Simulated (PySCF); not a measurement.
Calculation: B3LYP-D3(BJ)/def2-TZVP (PySCF). All species are isolated molecules in the gas phase. B3LYP has the VWN-RPA correlation part, as in Gaussian. 

Reference species (SMILES): `C#N` (neutral, multiplicity 1).

* **dipole moment**: 3.03 D
* **S1 oscillator strength**: 0.000

Changed species: `CNC#N` (X = methylamino; the reference has X = H).

Question: Predict the effect on the dipole moment and S1 oscillator strength.

Answer: the dipole moment goes up by 1.87 D, to 4.90 D; the S1 oscillator strength stays essentially unchanged.
